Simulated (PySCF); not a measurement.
An unknown is described by computed data only.

Formula: C3H5NO2.

* Valence photoelectron: vertical ionisation energy: 9.75 eV [ΔSCF PBE0/def2-SVPD]
* Rotational structure: rotational constants A, B, C: 7.802, 2.623, 2.021 GHz [PBE0-D3(BJ)/def2-SVP]
* Triplet: lowest triplet excitation (Tamm–Dancoff): 3.77 eV [TDA PBE0/def2-SVPD]
* UV, first state: lowest singlet excitation: 4.37 eV (284 nm, f = 0.001) [TDDFT PBE0/def2-SVPD]
* 1H NMR: chemical shifts (computed TMS as zero) by class: 9.80 (1 H), 7.51 (1 H), 4.55 (1 H), 3.20 (2 H) ppm [GIAO PBE0/pcSseg-1]
* Polarisability: 51.4 au [PBE0/def2-SVPD]
* NMR, other nuclei: isotropic shieldings of nuclei other than C and H, by class: 143 (1 N), -334 (1 O), -94 (1 O) ppm [GIAO PBE0/pcSseg-1]
* Dipole: 2.32 D [PBE0/def2-SVPD]
* 13C NMR: chemical shifts (computed TMS as zero) by class: 206.1 (1 C), 164.4 (1 C), 50.4 (1 C) ppm [GIAO PBE0/pcSseg-1]

Electronic properties: PySCF, gas phase, density fitting. Levels stand in brackets. Geometry: PBE0-D3(BJ)/def2-SVP, one conformer, isolated molecule. NMR classes are plain means over equivalent atoms (diastereotopic ones count apart unless rotation or inversion swaps them), as if these changed places fast.

Problem. What is the compound? Reason from the data.

Solution. Numbering: `[NH2:1][C:2](=[O:3])[CH2:4][CH:5]=[O:6]`. Its formula, C3H5NO2, gives 2 degrees of unsaturation: 0 rings and 2 π bonds in the structure found. 3 carbons fall into 3 classes; from least to most shielded: aldehyde carbon [C5] (206.1 ppm), amide carbonyl carbon [C2] (164.4 ppm), sp3 carbon next to a carbonyl [C4] (50.4 ppm). Hydrogen classes from least to most shielded: 1 H on an aldehyde carbon, C5 (9.80 ppm), 1 H on an amide nitrogen, N1 (7.51 ppm), 1 H on an amide nitrogen, N1 (4.55 ppm), 2 H on an sp3 carbon next to a carbonyl, C4 (3.20 ppm). The other shieldings belong to: 143 ppm, amide nitrogen [N1]; -334 ppm, aldehyde oxygen [O6]; -94 ppm, amide oxygen [O3]. The first electron is taken from the HOMO, whose largest Löwdin shares are 0.62 on the amide oxygen, 0.09 on the amide carbonyl carbon, 0.09 on the sp3 carbon next to a carbonyl and 0.06 on the amide nitrogen. The optimised geometry has point group C1 and is an asymmetric top. Structure: `NC(=O)CC=O`. Computed isomers that give other values at the same levels: `CC(=O)C(N)=O` (13C chemical shifts (computed TMS as zero) by class: 204.3 (1 C), 160.2 (1 C), 27.1 (1 C) ppm); `[H]/N=C/COC=O` (rotational constant A: 10.127 GHz; this holds for the one conformer computed). The assignments are read from this structure; whether some other isomer fits the data as well wasn't checked.

The values belong to the conformer `[NH2:1][C:2](=[O:3])[CH2:4][CH:5]=[O:6]`: N1–C2–C4–C5 -28°, C2–C4–C5–O6 22°, H–N1–C2–O3 -169°, H–N1–C2–O3 -6°.
